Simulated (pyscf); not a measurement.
Optimised with ωB97X-D3(BJ)/def2-SVP in PySCF.

**Question.** For O=Ta(=O)–OH + H₂O → O=Ta(OH)(OH)–OH, an addition across a multiple bond or ene-type step (singlet surface; H–O broken, O–Ta, H–O formed), PBE/def2-TZVP gives ΔE‡ = -128.6 kJ/mol and ΔE = -337.3 kJ/mol (zero: the separated reactants). In which direction and how far do PBE0-D3(BJ)/def2-TZVP, M06-2X/def2-TZVP, ωB97M-D3(BJ)/def2-TZVP move these?

**Answer.** PBE0-D3(BJ): ΔE‡ = -138.2 kJ/mol, ΔE = -364.9 kJ/mol; M06-2X: ΔE‡ = -143.5 kJ/mol, ΔE = -381.1 kJ/mol; ωB97M-D3(BJ): ΔE‡ = -135.0 kJ/mol, ΔE = -371.3 kJ/mol. PBE's barrier lies over all of them, by 6.4 to 14.8 kJ/mol. Its reaction energy lies over all of them, by 27.6 to 43.9 kJ/mol. On the reactant side the descent ends in an adduct with a O–Ta contact, 185.1 kJ/mol under the separated species and 39.2 kJ/mol under the saddle at ωB97X-D3(BJ)/def2-TZVP. On the product side the descent ends in a point that may be a rotor saddle (no frequency run), 10.8 kJ/mol over the lowest minimum found and 226.9 kJ/mol under the saddle at ωB97X-D3(BJ)/def2-TZVP. At PBE, PBE0-D3(BJ), M06-2X, ωB97M-D3(BJ) the saddle lies under the separated reactants, which points to a path from their complex (located at ωB97X-D3(BJ) alone). What is counted as formed (O–Ta) is already present as a longer contact in the reactant adduct; forming that adduct is a step of its own. At the saddle there is also a short H–Ta contact that neither side keeps. At ωB97X-D3(BJ)/def2-TZVP the barrier from the zero used here is -146.0 kJ/mol. This is the saddle that the search found; another between the same sides may lie lower. Elements past Kr carry the def2 core potentials, without spin-orbit coupling.
